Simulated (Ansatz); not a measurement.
Born–Oppenheimer molecular dynamics of C₄H₆S (11 atoms, charge 0, multiplicity 1). It starts from a relaxed structure.

Theory: Ansatz 0.2.0, RKS PBE0-D4/STO-3G.

* ensemble: NVE (velocity Verlet)
* time step: 1 fs
* steps asked: 110
* starting velocities drawn for: 300 K
* seed: 981593

Frames 1 fs apart, positions in Å.

Velocities at 50.0 fs (Å/ps):

```
C -4.39 -1.05 4.79
C -0.77 2.09 -0.84
C -3.60 -1.84 -0.80
C 0.65 -1.64 0.35
S 1.08 0.77 -0.99
H 12.69 11.01 -17.69
H 17.34 1.57 -3.38
H 19.61 -9.59 7.19
H 4.16 7.59 -0.47
H 4.15 -9.36 -2.76
H 4.25 3.33 7.06
```

```xyz
11
Properties=species:S:1:pos:R:3 time_fs=50.0 energy_less_start_eV=0.222 T=118
C -1.326 1.313 0.874
C -0.515 0.229 0.645
C 0.268 0.071 -0.600
C 1.125 -1.219 -0.628
S 0.345 1.210 -1.770
H -1.351 2.053 0.086
H -1.912 1.594 1.752
H -0.347 -0.465 1.414
H 1.694 -1.314 0.318
H 0.549 -2.137 -0.760
H 1.857 -1.151 -1.449
11
Properties=species:S:1:pos:R:3 time_fs=51.0 energy_less_start_eV=0.187 T=143
C -1.330 1.311 0.878
C -0.517 0.233 0.644
C 0.265 0.069 -0.601
C 1.126 -1.221 -0.628
S 0.346 1.211 -1.771
H -1.339 2.066 0.065
H -1.894 1.592 1.750
H -0.327 -0.483 1.428
H 1.698 -1.306 0.316
H 0.551 -2.147 -0.763
H 1.861 -1.149 -1.442
11
Properties=species:S:1:pos:R:3 time_fs=52.0 energy_less_start_eV=0.212 T=124
C -1.332 1.309 0.881
C -0.519 0.237 0.644
C 0.262 0.068 -0.603
C 1.128 -1.222 -0.627
S 0.347 1.212 -1.772
H -1.330 2.076 0.046
H -1.878 1.587 1.758
H -0.308 -0.508 1.448
H 1.698 -1.299 0.313
H 0.551 -2.156 -0.765
H 1.863 -1.147 -1.435
11
Properties=species:S:1:pos:R:3 time_fs=53.0 energy_less_start_eV=0.255 T=91
C -1.333 1.307 0.882
C -0.523 0.243 0.645
C 0.259 0.066 -0.605
C 1.129 -1.222 -0.627
S 0.348 1.212 -1.773
H -1.323 2.077 0.036
H -1.867 1.579 1.775
H -0.294 -0.531 1.461
H 1.697 -1.293 0.310
H 0.550 -2.162 -0.766
H 1.866 -1.146 -1.430
11
Properties=species:S:1:pos:R:3 time_fs=54.0 energy_less_start_eV=0.254 T=92
C -1.333 1.305 0.880
C -0.526 0.248 0.648
C 0.257 0.065 -0.607
C 1.130 -1.223 -0.627
S 0.349 1.212 -1.774
H -1.321 2.068 0.038
H -1.859 1.570 1.801
H -0.286 -0.542 1.463
H 1.694 -1.288 0.309
H 0.550 -2.163 -0.766
H 1.869 -1.146 -1.428
11
Properties=species:S:1:pos:R:3 time_fs=55.0 energy_less_start_eV=0.207 T=129
C -1.332 1.304 0.877
C -0.530 0.252 0.653
C 0.255 0.064 -0.610
C 1.131 -1.224 -0.626
S 0.350 1.212 -1.774
H -1.323 2.050 0.049
H -1.851 1.557 1.827
H -0.288 -0.541 1.450
H 1.690 -1.285 0.311
H 0.551 -2.158 -0.764
H 1.872 -1.147 -1.429
11
Properties=species:S:1:pos:R:3 time_fs=56.0 energy_less_start_eV=0.167 T=161
C -1.330 1.304 0.874
C -0.532 0.255 0.659
C 0.254 0.064 -0.613
C 1.132 -1.224 -0.627
S 0.351 1.212 -1.775
H -1.330 2.030 0.066
H -1.840 1.541 1.847
H -0.297 -0.526 1.426
H 1.687 -1.284 0.316
H 0.552 -2.149 -0.761
H 1.875 -1.149 -1.432
11
Properties=species:S:1:pos:R:3 time_fs=57.0 energy_less_start_eV=0.183 T=149
C -1.329 1.304 0.872
C -0.535 0.257 0.665
C 0.253 0.063 -0.617
C 1.133 -1.223 -0.627
S 0.352 1.212 -1.775
H -1.342 2.015 0.080
H -1.825 1.521 1.857
H -0.312 -0.506 1.398
H 1.683 -1.284 0.323
H 0.553 -2.140 -0.757
H 1.877 -1.153 -1.436
11
Properties=species:S:1:pos:R:3 time_fs=58.0 energy_less_start_eV=0.227 T=115
C -1.327 1.303 0.872
C -0.536 0.258 0.671
C 0.252 0.064 -0.620
C 1.134 -1.222 -0.627
S 0.352 1.211 -1.775
H -1.359 2.011 0.085
H -1.807 1.499 1.855
H -0.331 -0.489 1.377
H 1.678 -1.285 0.331
H 0.550 -2.132 -0.752
H 1.876 -1.157 -1.440
11
Properties=species:S:1:pos:R:3 time_fs=59.0 energy_less_start_eV=0.221 T=120
C -1.326 1.302 0.873
C -0.537 0.260 0.674
C 0.252 0.064 -0.623
C 1.135 -1.220 -0.628
S 0.353 1.210 -1.775
H -1.380 2.021 0.079
H -1.788 1.476 1.845
H -0.349 -0.487 1.373
H 1.672 -1.288 0.338
H 0.545 -2.128 -0.748
H 1.874 -1.162 -1.443
11
Properties=species:S:1:pos:R:3 time_fs=60.0 energy_less_start_eV=0.170 T=158
C -1.324 1.301 0.875
C -0.537 0.262 0.676
C 0.251 0.065 -0.625
C 1.136 -1.217 -0.628
S 0.354 1.209 -1.775
H -1.405 2.039 0.067
H -1.772 1.456 1.834
H -0.366 -0.502 1.390
H 1.665 -1.291 0.342
H 0.536 -2.126 -0.744
H 1.871 -1.169 -1.444
11
Properties=species:S:1:pos:R:3 time_fs=61.0 energy_less_start_eV=0.161 T=166
C -1.323 1.300 0.876
C -0.537 0.263 0.674
C 0.251 0.066 -0.627
C 1.137 -1.213 -0.628
S 0.354 1.208 -1.776
H -1.433 2.058 0.057
H -1.764 1.439 1.830
H -0.382 -0.528 1.419
H 1.658 -1.294 0.343
H 0.525 -2.126 -0.741
H 1.867 -1.175 -1.444
```

Of the whole run (110 fs, mean temperature of the second half 150 K): The conserved energy stayed within 1.5 meV per atom of its start (net change 0.9 meV per atom), so the integration is sound. The temperature averaged 0.50 of the 300 K drawn at the start: a run that starts near a minimum puts about half its kinetic energy into the potential. A run of 0.11 ps of so small a system gives no equilibrium averages. Limits of this set-up: minimal basis.

Time of the run: 12 min on 1 thread of Intel(R) Xeon(R) Processor @ 2.50GHz (Skylake/Cascade Lake), with other jobs on the host, peak memory 0.11 GiB.
